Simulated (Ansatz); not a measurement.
This script makes a ladder of basis sets of FH3Si2, SMILES F[Si][SiH3] with the Python package of Ansatz (0.2.0).

`fh3si2.py`
```python
"""Basis-set convergence for FH3Si2."""

import logging
import sys

import ansatz
from ase import Atoms

logging.basicConfig(stream=sys.stdout, format="%(levelname)s:%(name)s:%(message)s")
logger = logging.getLogger("run")
logger.setLevel(logging.INFO)


def main() -> None:
    atoms = Atoms(["F", "Si", "Si", "H", "H", "H"], positions=[
        (2.5287, 0.2775, 0.3585),
        (1.4271, -0.7584, -0.3874),
        (-0.648, -0.0041, -0.0487),
        (-0.7773, 1.345, -0.6193),
        (-0.9204, 0.0465, 1.3955),
        (-1.6101, -0.9065, -0.6986),
    ])
    system = ansatz.Crystal.molecule_from_ase(atoms)

    calc = (
        system.calculation()
        .functional("hf")
        .spin("collinear", total=2)
        .scf(lower_state_search="light")
    )

    energies = {}
    for basis in ["cc-pVDZ", "cc-pVTZ"]:
        rep = calc.basis(gaussian=basis).run(threads=1).report
        size = rep["n_frozen"] + rep["n_occupied"][0] + rep["n_virtual"][0]
        energies[basis] = (rep["reference_energy_ev"] / 27.211386246, rep["free_energy_ev"] / 27.211386246)
        logger.info(f"{basis:14s} {size:4d} orbitals  reference {energies[basis][0]:14.6f} Ha  total {energies[basis][1]:14.6f} Ha")

    last = energies["cc-pVTZ"][1]
    for basis, (_, total) in energies.items():
        logger.info(f"{basis:14s} lies {27.211386 * (total - last):9.4f} eV above cc-pVTZ")


if __name__ == "__main__":
    main()
```

How far does the total energy move along this ladder of basis sets?

Against cc-pVDZ: cc-pVTZ -70.2 mHa. The last step alone is -70.24 mHa.

What the script printed:

Output of `python fh3si2.py`:
```text
INFO:run:cc-pVDZ          65 orbitals  reference    -679.017404 Ha  total    -679.017404 Ha
INFO:run:cc-pVTZ         140 orbitals  reference    -679.087647 Ha  total    -679.087647 Ha
INFO:run:cc-pVDZ        lies    1.9114 eV above cc-pVTZ
INFO:run:cc-pVTZ        lies    0.0000 eV above cc-pVTZ
```

The settings weren't tested for convergence. The geometry is a force-field or estimated start, not a minimum of this method, and the last set is no limit. Much of the fall in a total is atomic energy, which cancels in bond and reaction energies. The species is open-shell (spin multiplicity 3). For Al to Cl the sets with a tight d function, cc-pV(X+d)Z, are usual. The whole script took 2.8 s on 1 thread of Intel(R) Xeon(R) Processor @ 2.30GHz (shared host), peak memory 0.4 GiB.
